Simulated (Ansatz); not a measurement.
A geometry relaxed with B3LYP-D3(BJ)/def2-TZVP (Ansatz, a first-principles code), charge 0, multiplicity 1:

```xyz
4

F     -0.1327     1.3091     0.0001
B      0.0000     0.0000     0.0000
F      1.2000    -0.5396     0.0006
F     -1.0673    -0.7695    -0.0008
```

Task: Write the SMILES of this molecule.

Result: `FB(F)F`
